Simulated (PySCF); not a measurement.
# Gas-phase acidity of hydrogen fluoride

System: hydrogen fluoride, `F` (HF). Atom numbers as in the mapped SMILES `[FH:1]`.

Level of theory: M06-2X/ma-def2-TZVP single points in PySCF, grid level 3; every species was optimised with PBE0-D3(BJ)/ma-def2-SVP. Thermal corrections: PBE0-D3(BJ)/ma-def2-SVP frequencies, unscaled, ideal gas at 298.15 K and 1 bar, quasi-RRHO entropy.

| site | product | ΔH(acid) / eV | ΔG(acid) / eV |
| --- | --- | --- | --- |
| F1 (fluorine) | [F]- | 16.06 | 15.81 |

ΔH and ΔG refer to AH → A⁻ + H⁺ in the gas phase.

Measured values (NIST Chemistry WebBook, evaluated or the median of agreeing entries): deprotonation enthalpy (ΔH) 1555 kJ/mol (computed 1549, difference -6); gas-phase acidity (ΔG) 1530 kJ/mol (computed 1525, difference -5).

Run with `OMP_NUM_THREADS=1 python redox_run.py task.json out` on 1 thread of INTEL XEON PLATINUM 8581C @ 2.30GHz, a shared host. Structures, frequencies and single points: 1.6 s of wall time.

---

Which proton of hydrazine is most acidic?

Molecule: hydrazine, `NN` (H4N2). Non-hydrogen atoms are numbered in `[NH2:1][NH2:2]`.

Level of theory: M06-2X/ma-def2-TZVP single points in PySCF, grid level 3; every species was optimised with PBE0-D3(BJ)/ma-def2-SVP. The prefix ma- adds one diffuse s and one diffuse p function on all atoms but H. Zero-point and thermal terms (298.15 K, 1 bar) come from unscaled PBE0-D3(BJ)/ma-def2-SVP harmonic frequencies, with soft modes damped to free rotors in the entropy.

```tsv
site	product	ΔH(acid) / eV	ΔG(acid) / eV
N1 (amine nitrogen)	[NH-]N	17.47	17.12
```

ΔH and ΔG refer to AH → A⁻ + H⁺ in the gas phase. Sites whose products fell apart, merged with another or lost in a GFN2-xTB screen aren't listed.

Vertical detachment energies of the anions: `[NH-]N` 0.57 eV.

Against the Active Thermochemical Tables (version 1.112): N1 1678 (computed 1686, error 8) kJ/mol.

---

Deprotonation sites of phosphanylidenephosphane

Molecule: phosphanylidenephosphane, `P=P` (H2P2). Non-hydrogen atoms are numbered in `[PH:1]=[PH:2]`.

Level of theory: ωB97X-D3(BJ)/ma-def2-TZVP single points in PySCF, grid level 2; every species was optimised with PBE0-D3(BJ)/ma-def2-SVP. The prefix ma- adds one diffuse s and one diffuse p function on all atoms but H. Thermal corrections: PBE0-D3(BJ)/ma-def2-SVP frequencies, unscaled, ideal gas at 298.15 K and 1 bar, quasi-RRHO entropy.

```csv
site,product,ΔH(acid) / eV,ΔG(acid) / eV
P1 (phosphorus),[P-]=P,15.40,15.06
```

ΔH and ΔG refer to AH → A⁻ + H⁺ in the gas phase.

Vertical detachment energies of the anions: `[P-]=P` 1.59 eV.

Measured values (NIST Chemistry WebBook, evaluated or the median of agreeing entries): deprotonation enthalpy (ΔH) 1490 kJ/mol (computed 1486, difference -4); gas-phase acidity (ΔG) 1456 kJ/mol (computed 1453, difference -3).
